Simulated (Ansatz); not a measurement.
The input, for Ansatz 0.2.0:

```yaml
crystal:
  periodic: [false, false, false]
  atoms:
    - {symbol: O, position_ang: [0.000000, 0.000000, 0.000000]}
    - {symbol: H, position_ang: [0.000000, 0.000000, 3.235000]}
basis:
  gaussian: {orbitals: cc-pVDZ}
magnetization: {spin_polarized: false, initial_magnetization: 1}
correlation: {method: fic_mrcisd_q, electrons: outside_noble_gas, active_space: {window: {electrons: 7, orbitals: 5}, shells: [{species: H, l: s, shell: 1}, {species: O, l: s, shell: 2}, {species: O, l: p, shell: 2}]}}
```

```sh
$ ansatz run in.yaml --threads 1 --pin off --events-out ev --progress --plain --max-ram 2393MiB
```

Log:

```
252 factors; integrals over basis functions are off by at most 3.4e-8 eV
mean field evaluation 1: about -2036.6453 eV, gradient 2.7e1 eV
mean field evaluation 2: about -2036.6453 eV, gradient 2.7e1 eV
mean field evaluation 4: about -2044.7161 eV, gradient 1.5e1 eV
mean field evaluation 8: about -2045.3302 eV, gradient 6.1e-1 eV
mean field evaluation 16: about -2045.3314 eV, gradient 3.4e-1 eV
mean field evaluation 32: about -2045.3330 eV, gradient 1.4e-3 eV
mean field evaluation 64: about -2045.3323 eV, gradient 1.1e-2 eV
mean field evaluation 96: about -2045.3305 eV, gradient 3.2e-1 eV
mean field evaluation 128: about -2045.3330 eV, gradient 7.1e-6 eV
mean field -2045.33302726 eV, -75.1646023752 hartree, gradient 7.1e-6 eV, S^2 0.750000; 11 other end points of the search recorded, 0 dependent functions left out
reference -2045.33302726 eV, -75.1646023752 hartree; 5, 4 occupied and 14, 15 virtual orbitals, 252 factors
state -2048.66430812 eV, -75.2870246888 hartree
contracted CI cycle   1: correlation 0.00000000 eV, 0.0000000000 hartree, residual 1.98e1 eV
contracted CI cycle   2: correlation -3.20933753 eV, -0.1179409788 hartree, residual 2.17e0 eV
contracted CI cycle   3: correlation -3.25625859 eV, -0.1196652959 hartree, residual 3.79e-1 eV
contracted CI cycle   4: correlation -3.25783496 eV, -0.1197232265 hartree, residual 8.75e-2 eV
contracted CI cycle   5: correlation -3.25792717 eV, -0.1197266151 hartree, residual 2.44e-2 eV
contracted CI cycle   6: correlation -3.25793359 eV, -0.1197268513 hartree, residual 4.18e-3 eV
contracted CI cycle   7: correlation -3.25793381 eV, -0.1197268594 hartree, residual 6.59e-4 eV
state -2048.66430812 eV, -75.2870246888 hartree; corrected -2052.01983997 eV, -75.4103382098 hartree
Total energy: -2052.01983997 eV, -75.4103382098 hartree
Checks for a lower state left out: starts, orbital_swaps
```

For the same geometry and basis full CI lies 17.9 meV higher.

Ran on 1 thread of Arm Neoverse V1, shared host: 0.42 s wall, 0.17 GiB peak host memory.
